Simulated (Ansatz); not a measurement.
# Ti5Ge3: computed properties

Method: DFT r2SCAN, scalar-relativistic, plane waves, PAW in Ansatz.

Cutoff 500 eV; k points 6×6×8 on the computed 16-atom cell (Γ-centred); Gaussian smearing, width 0.10 eV; no spin polarisation.

The structure is relaxed at this level of theory with its symmetry kept. Whether it is the stable form of this composition wasn't checked.

```cif
data_structure
_symmetry_space_group_name_H-M 'P 1'
_symmetry_Int_Tables_number 1
_cell_length_a 7.5477
_cell_length_b 7.5477
_cell_length_c 5.1957
_cell_angle_alpha 90.000
_cell_angle_beta 90.000
_cell_angle_gamma 120.000
_cell_volume 256.33
loop_
_atom_site_label
_atom_site_type_symbol
_atom_site_fract_x
_atom_site_fract_y
_atom_site_fract_z
_atom_site_occupancy
Ti1 Ti 0.33333 0.66667 0.00000 1
Ti2 Ti 0.66667 0.33333 0.50000 1
Ti3 Ti 0.66667 0.33333 0.00000 1
Ti4 Ti 0.33333 0.66667 0.50000 1
Ti5 Ti 0.25124 0.00000 0.25000 1
Ti6 Ti 0.25124 0.25124 0.75000 1
Ti7 Ti 0.00000 0.25124 0.25000 1
Ti8 Ti 0.74876 0.00000 0.75000 1
Ti9 Ti 0.74876 0.74876 0.25000 1
Ti10 Ti 0.00000 0.74876 0.75000 1
Ge1 Ge 0.61088 0.00000 0.25000 1
Ge2 Ge 0.61088 0.61088 0.75000 1
Ge3 Ge 0.00000 0.61088 0.25000 1
Ge4 Ge 0.38912 0.00000 0.75000 1
Ge5 Ge 0.38912 0.38912 0.25000 1
Ge6 Ge 0.00000 0.38912 0.75000 1
```

```json
{
  "Space group": "P6_3/mcm (No. 193)",
  "Volume per atom": "16.02 Å³",
  "Formation energy from the elements' standard states (uncorrected)": "-0.761 eV/atom",
  "Generalised Kohn–Sham band gap": "none (metal)",
  "Density of states at the Fermi level": "7.73 states/eV per cell",
  "Löwdin character within 0.5 eV of the Fermi level": "Ti 3d 92 %",
  "Bulk modulus": "138 GPa",
  "Its pressure derivative": "4.3"
}
```

Cost: 9 runs of about 77 core-minutes in all, on Oxide Virtual Turin-like Processor (Zen 5) (shared hosts).